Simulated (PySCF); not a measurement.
Gas-phase thermal properties of SiH3

Computed with PySCF (xtb for GFN2) and rigid-rotor harmonic-oscillator thermochemistry at 1 bar. 'Table' is the NASA 1993 thermochemical table (part measured, part estimated). 6-31G* has spherical d functions here. Open shells (unrestricted): SiH3 (multiplicity 2). GFN2 has no spin-polarisation term. B3LYP is the form with VWN-RPA correlation. The harmonic model lacks anharmonicity and excited electronic states, which grow with temperature; levels with a mode under 35 cm⁻¹ are left out. The table's entry may be an old estimate for SiH3 (not checked at source).

```
level           point group  σ  ZPE (kJ/mol)  S°298 (J/mol/K)  Cp298 (J/mol/K)  S°1000 (J/mol/K)  H1000 − H298 (kJ/mol)
--------------  -----------  -  ------------  ---------------  ---------------  ----------------  ---------------------
table                     -  -             -            216.5             38.9             280.2                   39.0
B3LYP/6-31G*            C3v  3          55.9            217.1             40.1             280.5                   38.6
GFN2-xTB                C3v  3          54.8            219.1             44.5             285.4                   40.0
HF/6-31G*               C3v  3          60.0            216.2             38.6             277.5                   37.4
PBE/def2-SVP            C3v  3          53.7            217.8             41.0             282.4                   39.3
PBE0/def2-TZVP          C3v  3          55.5            217.1             40.3             280.8                   38.8
```
σ: rotational symmetry number. Electronic degeneracy used: 2. Frequencies are unscaled.
